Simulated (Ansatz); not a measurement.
Geometry optimisation, RKS PBE0-D4/def2-SVP in Ansatz 0.2.0.

Input file:

```yaml
crystal:
  periodic: [false, false, false]
  atoms:
    - { symbol: "N", position_ang: [-0.59689, -0.17058, -1.15498] }
    - { symbol: B, position_ang: [0.40016, -0.45922, -0.33854] }
    - { symbol: S, position_ang: [0.66208, 0.29675, 1.49155] }
    - { symbol: H, position_ang: [-1.33212, 0.48386, -0.9026] }
    - { symbol: H, position_ang: [1.29261, -1.20925, -0.5608] }
    - { symbol: H, position_ang: [-0.42584, 1.05844, 1.46537] }
total_charge: -1
basis:
  gaussian: { orbitals: def2-SVP }
hamiltonian:
  xc: pbe0
  dispersion: d4
relax:
  f_tol: 0.02
  max_steps: 40
```

Command:

```bash
$ ansatz run input.yaml --threads 1 --pin off --max-ram 2048MiB --backend cpu --events-out ev --progress --plain --runs-dir out
```

Where does it end, and by what steps?

The forces met the threshold. Limits of this set-up: an anion without diffuse functions, the dipole of an ion depends on the origin. After 6 steps the energy has fallen by 0.100 eV; N1 moved furthest, 0.07 Å.

```csv
step,energy less start (eV),largest force component (eV/Å),accepted
0,0.0000,1.416,yes
1,-0.0615,0.738,yes
2,-0.0919,0.215,yes
3,-0.0918,0.233,no
4,-0.0981,0.064,yes
5,-0.0999,0.040,yes
6,-0.1001,0.003,yes
```

```xyz
6
Properties=species:S:1:pos:R:3
N -0.614 -0.189 -1.216
B 0.379 -0.442 -0.333
S 0.651 0.282 1.447
H -1.295 0.484 -0.850
H 1.317 -1.219 -0.546
H -0.438 1.084 1.499
```

Time of the run: 10 s on 1 thread of Arm Neoverse V2, on a shared host, peak memory 0.12 GiB.
